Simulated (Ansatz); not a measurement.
# Cubic perovskite KTaO₃

Computed with r²SCAN (PAW; Ansatz, a quantum-chemistry and plane-wave program).

Run with plane-wave cutoff 560 eV, 8×8×8 k mesh, Fermi–Dirac smearing 0.01 eV, scalar-relativistic PAW data made under PBE.

Cell (relaxed at this level):

Space group Pm-3m (No. 221); a = 3.9902 Å, b = 3.9902 Å, c = 3.9902 Å, α = 90.00°, β = 90.00°, γ = 90.00°

```
atom  site  symmetry       x       y       z
----  ----  --------  ------  ------  ------
K       1a      m-3m  0.0000  0.0000  0.0000
Ta      1b      m-3m  0.5000  0.5000  0.5000
O       3c    4/mm.m  0.0000  0.5000  0.5000
```

```json
{
 "bulk modulus B0": "209 GPa",
 "band_gap": "2.63 eV",
 "smallest_direct_gap_on_the_k_points_sampled": "3.27 eV",
 "pressure derivative B′ of the bulk modulus": "4.4"
}
```

Measured, for comparison: band gap 3.64 eV (temperature not stated, not corrected to a static lattice, indirect; as tabulated in Himmetoglu and Janotti (2016), arXiv:1601.06205); bulk modulus 220 GPa (temperature not stated, not corrected to a static lattice; as tabulated in Tinte et al. (1998), arXiv:cond-mat/9809379). Computed (rounded) less measured: bulk modulus -5 %.

Spin–orbit coupling is not included.

Static lattice: no zero-point or thermal effects.
